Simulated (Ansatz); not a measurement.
# Other spins and charges of GaGeH3 (H-bridged), singlet at one geometry

Geometry (PBE0/def2-TZVP stationary point for this spin, not checked as a minimum):

```xyz
5

Ge   -0.0029    0.0000    1.1507
Ga   -0.0317    0.0000   -1.1673
H     0.9218    1.0676    0.2232
H     0.9218   -1.0676    0.2232
H     0.5638    0.0000   -2.6290
```

Basis cc-pVDZ; Ansatz 0.2.0. Correlated methods freeze the noble-gas cores and the filled d shells of p-block atoms. R marks a restricted (for open shells ROHF) determinant, U an unrestricted one. Active spaces: valence = (10e, 11o) chosen from the atoms' valence shells. No spin–orbit coupling is included, and no scalar relativity.

Gaps are energies of the second state less the first, at fixed atoms, for a selection of the levels run; each method lands on the state that its own search finds for that charge and spin.

Triplet less singlet: 3.089 eV at UCCSDT(Q).

| level | gap (eV) | error (meV) |
| --- | --- | --- |
| UHF | 2.498 | -591 |
| UMP2 | 3.094 | 5 |
| UCCSD | 3.040 | -49 |
| UCCSD(T) | 3.088 | -1 |
| BCCD(T) | 3.097 | 8 |
| UCCSDT | 3.084 | -5 |
| CASSCF (valence space) | 3.132 | 43 |
| NEVPT2 (valence space) | 3.166 | 77 |
| MRCISD (valence space) | 3.126 | 37 |
| MRCISD+Q (valence space) | 3.117 | 28 |
| PBE | 3.111 | 22 |
| r2SCAN | 2.991 | -98 |
| PBE0 | 3.048 | -41 |
| B3LYP | 3.153 | 64 |
| wB97M-V | 3.113 | 24 |
| B2PLYP | 3.160 | 71 |
| RPA-PBE | 3.072 | -17 |

Removing an electron, to the doublet: 8.480 eV at UCCSDT(Q).

| level | gap (eV) | error (meV) |
| --- | --- | --- |
| UHF | 7.686 | -794 |
| UMP2 | 8.471 | -9 |
| UCCSD | 8.424 | -56 |
| UCCSD(T) | 8.477 | -3 |
| BCCD(T) | 8.481 | 1 |
| UCCSDT | 8.474 | -6 |
| CASSCF (valence space) | 7.836 | -644 |
| NEVPT2 (valence space) | 8.340 | -140 |
| MRCISD (valence space) | 8.421 | -59 |
| MRCISD+Q (valence space) | 8.486 | 6 |
| PBE | 8.664 | 184 |
| r2SCAN | 8.698 | 218 |
| PBE0 | 8.670 | 190 |
| B3LYP | 8.726 | 246 |
| wB97M-V | 8.651 | 171 |
| B2PLYP | 8.601 | 121 |
| RPA-PBE | 8.596 | 116 |

In so small a basis the reference is far from its limit while semilocal and hybrid functionals are nearer theirs (RPA and double hybrids share much of the reference's basis error), so the functionals' errors here hold much of the reference's basis and frozen-core error, which can add to them or hide them.

Full CI isn't at hand for all of this; UCCSDT(Q) serves as the reference, and is uncertain by about the last step of the cluster series. The frozen core follows each run's orbitals, which can shift R against U totals by a few meV for light atoms and by up to 0.1 eV past Ca.
